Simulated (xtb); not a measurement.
ethanethiol (C2H6S), SMILES CCS. All values are semi-empirical tight-binding results from xtb (GFN2-xTB unless named), good for trends rather than for accurate numbers. Coordinates come from a GFN2-xTB optimisation. One conformer was computed; it need not be the lowest.

Optimised geometry:

```xyz
9

C     -1.4442     0.7790    -0.2277
C     -0.5619    -0.4362    -0.4345
S      1.0611    -0.2609     0.3911
H     -2.4157     0.6126    -0.6889
H     -0.9946     1.6630    -0.6768
H     -1.5888     0.9665     0.8337
H     -1.0036    -1.3243     0.0158
H     -0.3792    -0.6270    -1.4921
H      1.4403     0.8274    -0.2759
```
Charge 0, spin multiplicity 1.

The orbital gap comes out as 4.56 eV. The zero-point energy is 45.8 kcal/mol, the G − E(el) at 298.15 K (modified RRHO) is 29.0 kcal/mol and the static polarisability (D4 model) is 47.9 bohr³. The solvation energy, GFN2-xTB/ALPB(water) is -0.6 kcal/mol. The solvation energy, GFN2-xTB/ALPB(benzene) is -3.6 kcal/mol.

Computed atomic charges and the Wiberg bond orders between heavy atoms:
charges (e) C1 -0.10, C2 0.01, S3 -0.29, H4 0.04, H5 0.04, H6 0.05, H7 0.05, H8 0.04, H9 0.16. Bond orders C1–C2 1.03, C2–S3 0.99.
